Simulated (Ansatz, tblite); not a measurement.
# The cluster Sr₂S₂: rung by rung

One table from this session's results is given with a row withheld; the runs are named, their logs left out.

Computed with Ansatz 0.2.0, Gaussian basis. Level: as each input shows.

The runs, in order: GFN1-xTB, GFN2-xTB, PBE-D4/def2-TZVP, r2SCAN-D4/def2-TZVP, HSE06-D4/def2-TZVP, B97M-V/def2-TZVP, PBE-QIDH/def2-TZVP, revPBE-D4/def2-TZVP, ωB97M-V/def2-TZVP, PBE+5HF/def2-TZVP, PBE+10HF/def2-TZVP, PBE+15HF/def2-TZVP, PBE+35HF/def2-TZVP, PBE+50HF/def2-TZVP, PBE-D4/def2-SVP, PBE0-D4/def2-SVP, PBE0-D4/def2-TZVPD, PBE-D4/def2-TZVPD, r2SCAN-D4/def2-TZVPD, CCSD(T)/def2-TZVPP, MP2/def2-TZVP, RPA/def2-TZVP.

4 further runs of the same task are left out: 4 set aside as unsound or not needed. Runs told in other sessions of the task aren't counted.

## The geometry

The singlet was relaxed beforehand with B3LYP-D4/def2-TZVP. At that level it is the lowest of the isomers that a small search found.

4 atoms, charge 0, spin multiplicity 1.

Bond lengths: Sr1–S3 2.681 Å, Sr1–S4 2.681 Å, Sr2–S3 2.681 Å, Sr2–S4 2.681 Å. Angles: S3–Sr1–S4 94.7°, S3–Sr2–S4 94.7°, Sr1–S3–Sr2 85.3°, Sr1–S4–Sr2 85.3°.

Sr takes a core potential in the def2 sets. No spin-orbit coupling is included.

PBE0-D4/def2-TZVP was run before; its log isn't repeated, and its numbers join the tables.

The first run:

Tight binding, by tblite at 300 K electronic temperature and without a spin-polarisation term:

```python
tblite.interface.Calculator('GFN1-xTB', numbers, positions, charge=0, uhf=0).singlepoint()
```

Tight binding, by tblite at 300 K electronic temperature and without a spin-polarisation term:

```python
tblite.interface.Calculator('GFN2-xTB', numbers, positions, charge=0, uhf=0).singlepoint()
```

start.molden holds the orbitals of an earlier run on this state, given as this run's starting guess.

Input file in.yaml:

```yaml
crystal:
  periodic: [false, false, false]
  atoms:
    - {symbol: Sr, position_ang: [1.119702, 0.969200, -1.050753]}
    - {symbol: Sr, position_ang: [-1.120089, -0.971344, 1.048308]}
    - {symbol: S, position_ang: [1.531002, -1.053429, 0.659717]}
    - {symbol: S, position_ang: [-1.530614, 1.055573, -0.657282]}
basis:
  gaussian: {orbitals: def2-TZVP, initial_orbitals: start.molden}
hamiltonian: {xc: pbe, dispersion: d4}
scf: {omitted_lower_state_checks: [starts]}
output: {orbitals: {seedname: orbitals}}
```

Command:

```console
$ ansatz run in.yaml --threads 4 --pin off --events-out ev --progress --plain --max-ram 3916MiB
```

Among the steps run: PBE-D4/def2-TZVP; r2SCAN-D4/def2-TZVP; HSE06-D4/def2-TZVP; B97M-V/def2-TZVP; PBE-QIDH/def2-TZVP; revPBE-D4/def2-TZVP; ωB97M-V/def2-TZVP; PBE+5HF/def2-TZVP; PBE+10HF/def2-TZVP; PBE+15HF/def2-TZVP; PBE+35HF/def2-TZVP; PBE+50HF/def2-TZVP; PBE-D4/def2-SVP; PBE0-D4/def2-SVP; PBE0-D4/def2-TZVPD; PBE-D4/def2-TZVPD; r2SCAN-D4/def2-TZVPD; CCSD(T)/def2-TZVPP; MP2/def2-TZVP; RPA/def2-TZVP.

One table of the session follows, with a row left open; its other results are not shown here.

It belongs to the step «Levels side by side». 

| level | HOMO (eV) | LUMO (eV) | gap (eV) |
| --- | --- | --- | --- |
| PBE-D4/def2-SVP | -4.13 | -2.05 | 2.08 |
| PBE-D4/def2-TZVP | -4.14 | -2.04 | 2.10 |
| PBE-D4/def2-TZVPD | -4.15 | -2.04 | 2.11 |
| revPBE-D4/def2-TZVP | -4.05 | -1.97 | 2.08 |
| r2SCAN-D4/def2-TZVP | -4.23 | -1.53 | 2.70 |
| r2SCAN-D4/def2-TZVPD | -4.23 | -1.51 | 2.71 |
| B97M-V/def2-TZVP | -4.24 | -2.00 | 2.24 |
| PBE0-D4/def2-SVP | -5.01 | -1.50 | 3.50 |
| PBE0-D4/def2-TZVP | ? | ? | ? |
| PBE0-D4/def2-TZVPD | -5.03 | -1.48 | 3.54 |
| HSE06-D4/def2-TZVP | -4.64 | -1.81 | 2.84 |
| ωB97M-V/def2-TZVP | -6.97 | -0.74 | 6.23 |
| PBE+5HF/def2-TZVP | -4.31 | -1.92 | 2.38 |
| PBE+10HF/def2-TZVP | -4.48 | -1.81 | 2.67 |
| PBE+15HF/def2-TZVP | -4.66 | -1.70 | 2.96 |
| PBE+35HF/def2-TZVP | -5.39 | -1.28 | 4.11 |
| PBE+50HF/def2-TZVP | -5.97 | -0.98 | 4.99 |

Estimate the missing values for PBE0-D4/def2-TZVP.

The run gave: HOMO (eV): -5.02; LUMO (eV): -1.49; gap (eV): 3.53. In the column «HOMO (eV)» it lies between PBE0-D4/def2-TZVPD (-5.03) and PBE0-D4/def2-SVP (-5.01).
